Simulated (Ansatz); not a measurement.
The same path of AlFH2O (5 atoms, charge 0, multiplicity 1) was run 3 times with different band settings. Lost on the way: Al1–O2, Al1–H4. Made: O2–H4.

Level of theory: RKS r2SCANh/cc-pVDZ in Ansatz.

Relaxed end points:

```xyz
5
Properties=species:S:1:pos:R:3
Al 0.502 -0.005 0.066
O 0.730 -0.174 1.756
H 0.004 -0.250 2.382
H 1.740 0.118 -0.885
F -1.062 0.029 -0.567
```

```xyz
5
Properties=species:S:1:pos:R:3
Al -0.124 0.663 -0.789
O 1.065 0.113 1.001
H 0.375 -0.463 1.376
H 1.881 -0.406 0.969
F -1.283 -0.188 0.196
```

Common settings: spring 5.0 eV/Å²; optimiser quadratic models (default); start path through a guess of the saddle point; force threshold 0.03 eV/Å; end points relaxed.

| run | movable images | climbing image | iteration limit |
| --- | --- | --- | --- |
| 1 | 9 | yes | 56 |
| 2 | 4 | no | 60 |
| 3 | 2 | no | 60 |

Task: What does each run give, and how far can it be trusted?

Result: Run 1: converged after 22 iterations, highest image 2.840 eV above the first end. The profile has 2 maxima (images 1, 5) with wells between them (image 2): this band takes more than one step, which may be the mechanism or a detour left from its start path. Neighbouring images differ by up to 1.5 eV, so the band resolves the path poorly. A vibrational analysis at the climbing image gives one clearly imaginary mode, 1384i cm⁻¹: a first-order saddle point.
Run 2: converged after 16 iterations, highest image 1.702 eV above the first end. Neighbouring images differ by up to 1.6 eV, so the band resolves the path poorly. No image climbed, so the highest image needn't sit at the top of the path. A band with more images between the same ends climbed to 2.84 eV, so this one has probably stepped over the top.
Run 3: converged after 11 iterations, highest image 1.533 eV above the first end. No image climbed, so the highest image needn't sit at the top of the path. A band with more images between the same ends climbed to 2.84 eV, so this one has probably stepped over the top. So few images can step over the top or miss a turn of the path.
The orbitals stay closed-shell, which can raise the energy where a bond breaks towards radicals; this wasn't checked here.
